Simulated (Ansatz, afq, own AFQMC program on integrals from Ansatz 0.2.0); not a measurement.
Two steps: Ansatz 0.2.0 writes the Fock matrix and Cholesky factors of the valence space, and afq projects on them the lowest state that overlaps trial and start.

```yaml
crystal:
  periodic: [false, false, false]
  atoms:
    - {symbol: O, position_ang: [0.000000, -0.072500, -0.004195]}
    - {symbol: H, position_ang: [0.000000, 0.605963, 0.828370]}
    - {symbol: H, position_ang: [0.000000, 0.544864, -0.761783]}
basis:
  gaussian: {orbitals: aug-cc-pVDZ}
total_charge: -1
magnetization: {spin_polarized: true, initial_magnetization: 1}
correlation: {method: ccsd_t, electrons: outside_noble_gas, hamiltonian_folder: ham}
```

```sh
$ ansatz run in.yaml --threads 1 --pin off --events-out ev --progress --plain --max-ram 1382MiB
```

afq runs on the folder ham with

```
--method phaseless --trial cisd --walkers 60 --populations 1 --least-time 40 --time-step 0.005 --steps-per-block 50 --equilibration-blocks 28 --max-blocks 300 --target-error 0.00036 --factor-cut 1e-05 --start spin_pure --seed 8432 --release-times 0.24,0.51,0.99,1.62,2.4 --release-step 0.03 --release-every 4 --taylor-order 6
```

Times are imaginary, in 1/Eh. The walk had a cap of 1356 s.

Output of the walk:

```
orbitals 40  electrons 5 4  factors 308 of 385
reference energy -75.99367764 Eh
CCSD correlation -0.24030544 Eh in 12 cycles, weight of the determinant in the CISD state 0.9217
energy of the start -76.233977 Eh
 block  time / (1/Eh)  mean weight  energy / Eh
     1     0.250  1.0022  -76.232977
     2     0.500  1.0001  -76.233275
     3     0.750  0.9977  -76.242448
     4     1.000  1.0000  -76.234440
     5     1.250  1.0021  -76.234941
     9     2.250  1.0003  -76.234859
    33     8.250  1.0003  -76.238735
    65    16.250  1.0001  -76.240693
    97    24.250  0.9980  -76.241565
   129    32.250  1.0007  -76.243075
   161    40.250  1.0006  -76.240559
   193    48.250  0.9991  -76.237178
   225    56.250  0.9988  -76.234950
   257    64.250  1.0019  -76.240230
   289    72.250  0.9988  -76.242786
   297    74.250  1.0003  -76.260707
   321    80.250  1.0000  -76.259110
blocks merged  error / Eh  count
     1  0.000305  300
     2  0.000347  150
     4  0.000379  75
     8  0.000414  37
    16  0.000415  18
    32  0.000289  9
released: time / (1/Eh)  energy / Eh  error  mean overlap
  0.24  -76.241960  0.000422  0.9966
  0.51  -76.242097  0.000404  0.9971
  0.99  -76.241013  0.000355  0.9994
  1.62  -76.241399  0.000458  1.0077
  2.40  -76.242647  0.000596  0.9915
energy -76.241897 +/- 0.000415 Eh
(rows thinned)
```

The run passed its tests (sampling time, drift between the halves within three errors, error under three times the target), which doesn't prove that it has relaxed.

Against this walk (error 11.3 meV) on the same determinant: CCSD(T) 31.8 meV higher, CCSDT(Q) 4.7 meV higher (within the noise). The error is statistical and leaves out the bias of the constraint. Released to 2.40 1/Eh the energy moves by -20 ± 20 meV (both errors), within twice the noise.

Cautions: constraint bias not in the error; error above the target (11.3 against 9.8 meV).

The walk took 6.2 min on 1 thread of Arm Neoverse V2 (shared host). The log's last line is the phaseless energy.

CCSDT and higher add their correlation energy to the determinant of the CCSD(T) run, since their own runs factorise the integrals more tightly (a shift of under 2 meV). A walk keeps the symmetry of its determinant, which the program's search chose and which needn't be the lowest solution, so a lower state of the same spin and another symmetry isn't excluded.
